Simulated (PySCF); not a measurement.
Compound: 1,4,5,8-tetraazanaphthalene, C6H4N4.
Atom-mapped SMILES: `[cH:1]1[cH:2][n:3][c:4]2[n:5][cH:6][cH:7][n:8][c:9]2[n:10]1`

Cartesian coordinates in Å at the GFN2-xTB level; atoms count from 1:
```xyz
14
C6H4N4 angstrom
C     -2.2941   -0.0876   -0.5713
C     -2.2004   -0.2398    0.8322
N     -1.0581   -0.2348    1.4600
C      0.0471   -0.0764    0.7060
N      1.2437   -0.0672    1.3249
C      2.2937    0.0874    0.5682
C      2.2005    0.2396   -0.8354
N      1.0581    0.2354   -1.4632
C     -0.0472    0.0773   -0.7091
N     -1.2439    0.0677   -1.3278
H     -3.2530   -0.0951   -1.0722
H     -3.0857   -0.3673    1.4408
H      3.2527    0.0940    1.0687
H      3.0859    0.3665   -1.4443
```

NICS = −σ at a ghost point: NICS(0) at the centroid of the ring atoms, NICS(1) 1 Å to either side along the normal of their mean plane, zz for the tensor component along that normal. Level: GIAO PBE0/pcSseg-1 (PySCF, non-relativistic, gas phase) on the GFN2-xTB geometry, one conformer.

Ring bond lengths (Å), with Mayer bond orders in brackets: C1–C2 1.415 (1.21), C2–N3 1.303 (1.61), N3–C4 1.347 (1.32), C4–C9 1.426 (1.15), C9–N10 1.347 (1.32), N10–C1 1.304 (1.61); C4–N5 1.347 (1.32), N5–C6 1.303 (1.61), C6–C7 1.415 (1.21), C7–N8 1.304 (1.61), N8–C9 1.347 (1.32), C9–C4 1.426 (1.15).

What do the NICS probes read (ppm)?

```tsv
ring	type	NICS(0)	NICS(1), two faces	NICS(1)zz, two faces	rms pucker (Å)	centre to ring atoms, mean (Å)
C1–C2–N3–C4–C9–N10	6-membered ring with 2 N; formal bonds all aromatic	-7.0	-11.7 / -11.7	-29.2 / -29.2	0.00	1.36
C4–N5–C6–C7–N8–C9	6-membered ring with 2 N; formal bonds all aromatic	-7.0	-11.7 / -11.7	-29.2 / -29.2	0.00	1.36
```

What can be read from them?

- C1–C2–N3–C4–C9–N10: mean NICS(1)zz -29.2 ppm, shielded, aromatic by this magnetic criterion (flat ring, no four-coordinate atom), though in fused rings the probe also feels the neighbouring ring.
- C4–N5–C6–C7–N8–C9: mean NICS(1)zz -29.2 ppm, shielded. For a flat ring without four-coordinate atoms the NICS criterion counts such a value as aromatic, though in fused rings the probe also feels the neighbouring ring.

What does the geometric index give? HOMA = 1 − mean of α(R − Ropt)² over the ring bonds, with Krygowski's 1993 parameters (CC: Ropt 1.388 Å, α 257.7 Å⁻²; CN: Ropt 1.334 Å, α 93.52 Å⁻²).

- C1–C2–N3–C4–C9–N10: HOMA 0.87; the largest term is that of C4–C9, α(R − Ropt)² = 0.38. The geometric and the magnetic index point the same way.
- C4–N5–C6–C7–N8–C9: HOMA 0.87; the largest term is that of C9–C4, α(R − Ropt)² = 0.38. The geometric and the magnetic index point the same way.

At the second NICS(1) probe listed for ring C4–N5–C6–C7–N8–C9, 1 Å off the ring, how large is the induced field along the normal in 11.7 T applied along it?

NICSzz × B0 = -29.2 ppm × 11.7 T = -342 μT, against the applied field.

Give the inner angles of the rings and the Hirshfeld charges of the ring atoms.

- C1–C2–N3–C4–C9–N10: C1 122.4° (+0.032 e), C2 122.4° (+0.033 e), N3 116.7° (-0.139 e), C4 120.9° (+0.087 e), C9 120.9° (+0.087 e), N10 116.7° (-0.139 e); sum 720.0° against 720° for a flat convex ring.
- C4–N5–C6–C7–N8–C9: C4 120.9° (+0.087 e), N5 116.7° (-0.139 e), C6 122.4° (+0.032 e), C7 122.4° (+0.033 e), N8 116.7° (-0.139 e), C9 120.9° (+0.087 e); sum 720.0° against 720° for a flat convex ring.

What are the shieldings of the ring atoms and their hydrogens in the same run (means over atoms taken as equivalent)?

```
   atoms                          environment  σ isotropic (ppm)
 C1 (×4)  aromatic CH next to a ring nitrogen               33.3
 N3 (×4)               pyridine-type nitrogen             -125.5
 C4 (×2)          ring-fusion aromatic carbon               35.6
H11 (×4)                    aromatic hydrogen              22.25
```
